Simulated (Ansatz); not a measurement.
Geometry optimisation, RKS r2SCAN-D4/6-31G* in Ansatz.

Input:

```yaml
crystal:
  periodic: [false, false, false]
  atoms:
    - { symbol: B, position_ang: [0.0, 0.0, 0.0] }
    - { symbol: C, position_ang: [1.0599, 0.0, 1.4549] }
    - { symbol: H, position_ang: [0.0603, -0.3092, 1.8254] }
    - { symbol: H, position_ang: [1.8275, -0.7111, 1.8254] }
    - { symbol: H, position_ang: [1.2919, 1.0203, 1.8254] }
    - { symbol: H, position_ang: [1.3894, 0.0, -0.0408] }
    - { symbol: H, position_ang: [-1.0305, 0.0, -0.595] }
basis:
  gaussian: { orbitals: "6-31G*" }
hamiltonian:
  xc: r2scan
  dispersion: d4
relax:
  f_tol: 0.15
  max_steps: 25
  restrain:
    - { distance: [1, 5], at: 1.11, k: 30.0 }
    - { distance: [0, 1], at: 2.8, k: 30.0 }
    - { distance: [0, 5], at: 2.39, k: 30.0 }
output:
  orbitals: {}
```

Command:

```bash
$ ansatz run input.yaml --threads 1 --pin off --max-ram 2048MiB --backend cpu --events-out ev --progress --plain --runs-dir out
```

Where does it end, and by what steps?

It converged. The restraints hold the end off the free minimum. After 13 steps the energy has fallen by 1.350 eV (the restraints' own energy left out); B1 moved furthest, 0.96 Å. Parted: B1–C2 (1.80 → 2.81 Å). Joined: C2–H6 (1.53 → 1.10 Å).

```tsv
step	energy less start (eV)	largest force component (eV/Å)	accepted
0	0.0000	6.677	yes
1	2.1250	11.133	yes
2	3.7818	12.076	yes
3	1.8955	10.959	yes
4	0.0086	2.643	yes
5	-0.7930	1.281	yes
6	-1.1181	0.742	yes
7	-1.2511	0.931	yes
8	-1.3084	0.603	yes
9	-1.3256	0.407	yes
10	-1.3448	0.177	yes
11	-1.3342	0.503	no
12	-1.3484	0.206	yes
13	-1.3505	0.196	yes
```

```xyz
7
Properties=species:S:1:pos:R:3
B -0.329 0.015 -0.902
C 1.206 -0.088 1.446
H 0.361 -0.761 1.622
H 1.989 -0.307 2.178
H 0.881 0.949 1.563
H 1.627 -0.251 0.439
H -1.137 0.444 -0.051
```

The run took 17 s on 1 thread of Arm Neoverse V2, on a shared host, peak memory 0.1 GiB.
